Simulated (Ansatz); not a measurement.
The same path of C2H7B + H2 (12 atoms, charge 0, multiplicity 1) was run twice with different band settings. Lost on the way: B1–C2, H11–H12. Made: B1–H11, C2–H12.

Computed with Ansatz 0.2.0, RKS B3LYP-D4/6-31G*.

Relaxed end points:

```xyz
12
Properties=species:S:1:pos:R:3
B 0.107 0.334 0.243
C 0.124 0.420 1.809
H -0.732 -0.074 2.284
H 1.052 0.079 2.281
H 0.015 1.491 2.059
C 1.397 0.163 -0.634
H 1.390 -0.873 -1.013
H 1.387 0.794 -1.531
H 2.344 0.305 -0.101
H -0.953 0.421 -0.320
H -0.563 -2.962 0.322
H -0.445 -2.669 0.994
```

```xyz
12
Properties=species:S:1:pos:R:3
B -0.126 -0.424 -0.735
C 0.005 -0.220 2.459
H -0.490 -0.220 3.435
H 1.087 -0.306 2.595
H -0.226 0.713 1.938
C 1.382 -0.039 -0.856
H 2.073 -0.759 -0.403
H 1.596 -0.057 -1.942
H 1.628 0.973 -0.516
H -0.984 0.412 -0.772
H -0.465 -1.572 -0.689
H -0.357 -1.073 1.877
```

Common settings: movable images 5; climbing image yes; spring 5.0 eV/Å²; optimiser quadratic models (default); force threshold 0.05 eV/Å; iteration limit 60; end points relaxed.

| run | start path |
| --- | --- |
| 1 | through a guess of the saddle point |
| 2 | straight line |

What does each run give, and how far can it be trusted?

Run 1: converged after 13 iterations, highest image 1.020 eV above the first end. A vibrational analysis at the climbing image gives one clearly imaginary mode, 1149i cm⁻¹: a first-order saddle point.
Run 2: converged after 19 iterations, highest image 1.020 eV above the first end. Another band between the same ends (5 images) ends at a top of the same energy, where a vibrational analysis finds 1 clearly imaginary mode.
The orbitals stay closed-shell, which can raise the energy where a bond breaks towards radicals; this wasn't checked here.
